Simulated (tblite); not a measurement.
Species: C3H4FNO.
Numbering: `[NH2:1]/[C:2]([F:3])=[CH:4]\[CH:5]=[O:6]` (hydrogens: H7, H8 on N1; H9 on C4; H10 on C5)

Computed geometry: GFN2-xTB, gas phase.

**Question.** What internal coordinates does the optimisation give?

**Answer.** 
```tsv
bond	length (Å)	order
N1–C2	1.327	single
C2–F3	1.342	single
C2=C4	1.362	double
C4–C5	1.425	single
C5=O6	1.226	double
N1–H7	1.025	single
N1–H8	1.004	single
C4–H9	1.074	single
C5–H10	1.101	single
```

Orders are formal, as drawn. A selection of angles:
```tsv
angle	degrees
C2–N1–H7	113.8
C2–N1–H8	121.8
H7–N1–H8	124.4
N1–C2–F3	114.9
N1–C2–C4	124.7
F3–C2–C4	120.4
C2–C4–C5	119.5
C2–C4–H9	120.0
C5–C4–H9	120.5
C4–C5–O6	125.4
C4–C5–H10	114.9
O6–C5–H10	119.7
```

Torsions: N1–C2–C4–C5 0° (synperiplanar); C2–C4–C5–O6 0° (synperiplanar).

Of the pairs four or more bonds apart, those above aside, C5···H7 is among the closest relative to their van der Waals radii: 2.40 Å, 83 % of the sum of Bondi's values. The 2 C–C bonds span 1.362 Å (C2=C4, drawn double) to 1.425 Å (C4–C5, drawn single), a spread of 0.063 Å. N1 (enamine nitrogen) is planar (angles 124.4°, 121.8° and 113.8°, sum 360.0°, 0.00 Å off the plane of its three neighbours). H7 on N1 lies 1.81 Å from O6, 5 bonds away (angle at H 134°; Bondi radii sum to 2.72 Å). The 6 heavy atoms lie in one plane (0.001 Å rms).

Point group: Cs (tolerance 0.08 Å). Its GFN2-xTB frequencies are all real (lowest 127 cm⁻¹). One conformer, not necessarily the lowest.
